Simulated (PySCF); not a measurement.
L and K shells in `ClC1COC1`

Species: C3H5ClO.
Structure used (PBE0-D3(BJ)/def2-SVP), in Å, numbered top down from 1:
```
atom  x, y, z in Å
Cl1   -1.7397    2.0520   -1.2359
C2    -0.8975    1.0810   -0.0152
C3     0.5455    0.6677   -0.3149
O4     0.2326   -0.7029   -0.0912
C5    -1.1617   -0.4267   -0.0083
H6    -1.0414    1.5767    0.9528
H7     0.8526    0.8755   -1.3551
H8     1.3166    1.0474    0.3764
H9    -1.7236   -0.7758   -0.8926
H10   -1.6248   -0.8381    0.9043
```

Level of theory: PySCF, delta-SCF UKS SCAN, pcX-2 on the ionised atom, pcseg-1 elsewhere, spin-free X2C. Vertical ΔSCF values, vacuum level as zero. Spin–orbit and ligand-field terms were added within each 2p shell after the spin-free SCF. The splitting includes the ligand field, and 2p3/2 is the mean of two sublevels.

Problem. Give the 2p3/2 and 2p1/2 binding energies and the splitting.

Solution. 
```json
{"atom": "Cl1", "environment": "alkyl chlorine", "2p3/2 (eV)": "206.20", "2p1/2 (eV)": "207.86", "splitting (eV)": "1.66", "mean of the shell (eV)": "206.75"}
```

Problem. What are the 1s binding energies of the same atoms?

Solution. Cl1 2828.80 eV.

Problem. Which Kα1 and Kα2 emission energies and wavelengths follow?

Solution. The photon carries the difference of the 1s-hole and 2p-hole states, both at the ground state's geometry; λ = 12398.42 eV Å/E.

```
atom  Kα1 (eV)  Kα2 (eV)  λ(Kα1) (Å)  λ(Kα2) (Å)
 Cl1   2622.60   2620.94      4.7275      4.7305
```

Problem. And the 1s levels of the other atoms?

Solution. C3/C5 (sp3 carbon bound to oxygen) 292.59 eV; C2 (sp3 C–Cl carbon) 292.63 eV; O4 (cyclic ether oxygen) 538.58 eV.

Atoms equivalent by their bonding share one computed value, that of the first of them. Isolated species at its PBE0-D3(BJ)/def2-SVP geometry (one conformer only).

On x86-64 server, one thread, on a shared host, this took 25 s.
